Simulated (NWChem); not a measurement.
System: oxygen (O₂, triplet); SMILES O=O

Output (shortened):

```
             Northwest Computational Chemistry Package (NWChem) 7.3.0
             --------------------------------------------------------

 ORDER OF PRIMARY AXIS IS BEING SET TO 4
 D4H symmetry detected

                             Geometry "geometry" -> ""
                             -------------------------

 Output coordinates in angstroms (scale by  1.889725989 to convert to a.u.)

  No.       Tag          Charge          X              Y              Z
 ---- ---------------- ---------- -------------- -------------- --------------
    1 O                    8.0000     0.00000000     0.00000000     0.59410200
    2 O                    8.0000     0.00000000     0.00000000    -0.59410200

 Effective nuclear repulsion energy (a.u.)      28.5029708164

      Symmetry information
      --------------------

 Group name             D4h
 Group number             28
 Group order              16
 No. of unique centers     1

  pbe96 is a nonlocal functional; adding pw91lda local functional.

                                 NWChem DFT Module
                                 -----------------

 Summary of "ao basis" -> "ao basis" (spherical)
 ------------------------------------------------------------------------------
       Tag                 Description            Shells   Functions and Types
 ---------------- ------------------------------  ------  ---------------------
 O                         def2-qzvp                17       57   7s4p3d2f1g

      Symmetry analysis of basis
      --------------------------

        a1g        18
        a1u         1
        a2g         1
        a2u        18
        b1g         6
        b1u         6
        b2g         6
        b2u         6
        eg         26
        eu         26

            General Information
            -------------------
          SCF calculation type: DFT
          Wavefunction type:  spin polarized.
          No. of atoms     :     2
          No. of electrons :    16
           Alpha electrons :     9
            Beta electrons :     7
          Charge           :     0
          Spin multiplicity:     3
          Use of symmetry is: on ; symmetry adaption is: on
          Maximum number of iterations: 150
          AO basis - number of functions:   114
                     number of shells:    34
          Convergence on energy requested:  1.00D-06
          Convergence on density requested:  1.00D-05
          Convergence on gradient requested:  5.00D-04

              XC Information
              --------------
          PerdewBurkeErnzerhof Exchange Functional  1.000
            Perdew 1991 LDA Correlation Functional  1.000 local
           PerdewBurkeErnz. Correlation Functional  1.000 non-local

             Grid Information
             ----------------
          Grid used for XC integration:  medium
          Radial quadrature: Mura-Knowles
          Angular quadrature: Lebedev.
          Tag              B.-S. Rad. Rad. Pts. Rad. Cut. Ang. Pts.
          ---              ---------- --------- --------- ---------
          O                   0.60       49           6.0       434
          Grid pruning is: on
          Number of quadrature shells:    49
          Spatial weights used:  Erf1

      Superposition of Atomic Density Guess
      -------------------------------------

 Sum of atomic energies:        -149.57368230

      Non-variational initial energy
      ------------------------------

 Total energy =    -149.714450
 1-e energy   =    -262.990926
 2-e energy   =      84.773505
 HOMO         =      -0.193754
 LUMO         =      -0.193754

 !!!!!!!!!!!!!!!!!!!!!!!!!!!!!!!!!!!!!!!!!!!!!!!!!!!!!!!!!!!!!!!!!!!!!!
 Warning - the HOMO and LUMO are degenerate and you are using symmetry.
 This can lead to non-variational energies and poor convergence.
 Modify the initial guess, or use an open-shell wavefunction, or turn
 off symmetry.
 !!!!!!!!!!!!!!!!!!!!!!!!!!!!!!!!!!!!!!!!!!!!!!!!!!!!!!!!!!!!!!!!!!!!!!

   Symmetry analysis of molecular orbitals - initial alpha
   -------------------------------------------------------

 !! scf_movecs_sym_adapt:   28 vectors were symmetry contaminated

  Symmetry fudging

 !! scf_movecs_sym_adapt:   26 vectors were symmetry contaminated

  Numbering of irreducible representations:

     1 a1g         2 a1u         3 a2g         4 a2u         5 b1g
     6 b1u         7 b2g         8 b2u         9 eg         10 eu

  Orbital symmetries:

     1 a1g         2 a2u         3 a1g         4 a2u         5 eu
     6 eu          7 a1g         8 eg          9 eg         10 a2u
    11 eu         12 eu         13 a1g        14 eg         15 eg
    16 a2u        17 a1g        18 a2u        19 b1g

   Symmetry analysis of molecular orbitals - initial beta
   ------------------------------------------------------

 !! scf_movecs_sym_adapt:   28 vectors were symmetry contaminated

  Symmetry fudging

 !! scf_movecs_sym_adapt:   26 vectors were symmetry contaminated

  Numbering of irreducible representations:

     1 a1g         2 a1u         3 a2g         4 a2u         5 b1g
     6 b1u         7 b2g         8 b2u         9 eg         10 eu

  Orbital symmetries:

     1 a1g         2 a2u         3 a1g         4 a2u         5 eu
     6 eu          7 a1g         8 eg          9 eg         10 a2u
    11 eu         12 eu         13 a1g        14 eg         15 eg
    16 a2u        17 a1g        18 a2u        19 b1g

     ---------------------------------------------
      Total Density - Mulliken Population Analysis
     ---------------------------------------------

    Atom       Charge   Shell Charges
 -----------   ------   -------------------------------------------------------
    1 O    8     8.00   1.07  0.01  0.68  0.21  0.49  1.00  0.39  1.10  1.47  1.20  0.32  0.00  0.01  0.03  0.00  0.01  0.00
    2 O    8     8.00   1.07  0.01  0.68  0.21  0.49  1.00  0.39  1.10  1.47  1.20  0.32  0.00  0.01  0.03  0.00  0.01  0.00

     --------------------------------------------
      Spin Density - Mulliken Population Analysis
     --------------------------------------------

    Atom       Charge   Shell Charges
 -----------   ------   -------------------------------------------------------
    1 O    8     1.00   0.00  0.00  0.00  0.00  0.00  0.00  0.00  0.29  0.34  0.26  0.10  0.00  0.00  0.01  0.00  0.00  0.00
    2 O    8     1.00   0.00  0.00  0.00  0.00  0.00  0.00  0.00  0.29  0.34  0.26  0.10  0.00  0.00  0.01  0.00  0.00  0.00

   convergence    iter        energy       DeltaE   RMS-Dens  Diis-err
 ---------------- ----- ----------------- --------- --------- ---------
 d= 0,ls=0.0,diis     1   -150.2060873996 -1.79D+02  2.59D-03  5.05D-01
                                                     1.35D-03  4.07D-01
 d= 0,ls=0.0,diis     2   -150.2217235525 -1.56D-02  1.84D-03  1.19D-01
                                                     1.17D-03  9.45D-02
 d= 0,ls=0.0,diis     3   -150.2475920345 -2.59D-02  7.53D-04  2.93D-02
                                                     4.01D-04  1.91D-02
 d= 0,ls=0.0,diis     4   -150.2557372515 -8.15D-03  5.31D-05  1.35D-04
                                                     4.97D-05  1.34D-04
 d= 0,ls=0.0,diis     5   -150.2557798854 -4.26D-05  5.48D-06  2.29D-06
                                                     5.64D-06  2.33D-06
 d= 0,ls=0.0,diis     6   -150.2557806741 -7.89D-07  1.83D-06  1.05D-07
                                                     5.72D-07  2.79D-08

         Total DFT energy =     -150.255780674082
      One electron energy =     -262.737330852470
           Coulomb energy =      100.881804606005
    Exchange-Corr. energy =      -16.903225244060
 Nuclear repulsion energy =       28.502970816443

 Numeric. integr. density =       16.000001029800

                  Occupations of the irreducible representations
                  ----------------------------------------------

                     irrep           alpha         beta
                     --------     --------     --------
                     a1g               3.0          3.0
                     a1u               0.0          0.0
                     a2g               0.0          0.0
                     a2u               2.0          2.0
                     b1g               0.0          0.0
                     b1u               0.0          0.0
                     b2g               0.0          0.0
                     b2u               0.0          0.0
                     eg                2.0          0.0
                     eu                2.0          2.0

                    DFT Final Alpha Molecular Orbital Analysis
                    ------------------------------------------

 Vector    7  Occ=1.000000D+00  E=-4.980902D-01  Symmetry=a1g
              MO Center=  3.8D-14,  8.4D-14, -5.7D-17, r^2= 1.1D+00
   Bfn.  Coefficient  Atom+Function         Bfn.  Coefficient  Atom+Function
  ----- ------------  ---------------      ----- ------------  ---------------
    10      0.259950  1 O  pz                67     -0.259950  2 O  pz
    13      0.242641  1 O  pz                70     -0.242641  2 O  pz
     7      0.197667  1 O  s                 64      0.197667  2 O  s
    16      0.172187  1 O  pz                73     -0.172187  2 O  pz
     6      0.131065  1 O  s                 63      0.131065  2 O  s

[...]

                         DFT ENERGY GRADIENTS

    atom               coordinates                        gradient
                 x          y          z           x          y          z
   1 O       0.000000   0.000000   1.122690    0.000000   0.000000  -0.046201
   2 O       0.000000   0.000000  -1.122690    0.000000  -0.000000   0.046201
```

Level: PBE/def2-QZVP, spin-unrestricted. Geometry: optimised at PBE0/def2-SVP, spin-unrestricted. No stability test was run on the SCF state.

### Question
Which NWChem input produces such a log?

### Answer
This is not unique; one that fits is the input that was run:
```
start job
memory heap 200 mb stack 900 mb global 1100 mb
geometry units angstroms noautoz
  O      0.000000     0.000000     0.594102
  O      0.000000     0.000000    -0.594102
end
basis spherical
  * library def2-qzvp
end
dft
  odft
  mult 3
  xc xpbe96 cpbe96
  iterations 150
  mulliken
end
task dft gradient
```
